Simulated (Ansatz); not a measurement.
Basis-set extrapolation for CH₄MgO, SMILES `C[O][MgH]` (PBE0-D4/def2-TZVP geometry, frozen core, the Gaussian-basis code of Ansatz). Multiplicity 1, RHF reference. For Mg the program correlates outer-core shells too, which these sets cover unevenly, so the extrapolated numbers aren't a true limit.

```csv
,def2-TZVPP,def2-QZVPP
HF,-314.726025,-314.741477
MP2 correlation,-0.623044,-0.695168
CCSD(T) correlation,-0.667225,not run
```

Energies in hartree. Use E(X) = E(∞) + A·exp(−7.88·√X) for Hartree–Fock and E(X) = E(∞) + B·X^(−2.97) for correlation, with X = 3 and 4, and add CCSD(T) minus MP2 of the smaller set to the MP2 limit.

**Question.** What is the CCSD(T) energy at the basis-set limit?

**Answer.** HF limit: -314.741477 + (-0.015452) × 0.13774 = -314.74361. MP2 limit: -0.695168 + (-0.072124) × 0.74074 = -0.74859. Higher-order term: -0.667225 − (-0.623044) = -0.04418. Total: -315.53638 hartree, 375.8 kJ/mol below CCSD(T)/def2-TZVPP.
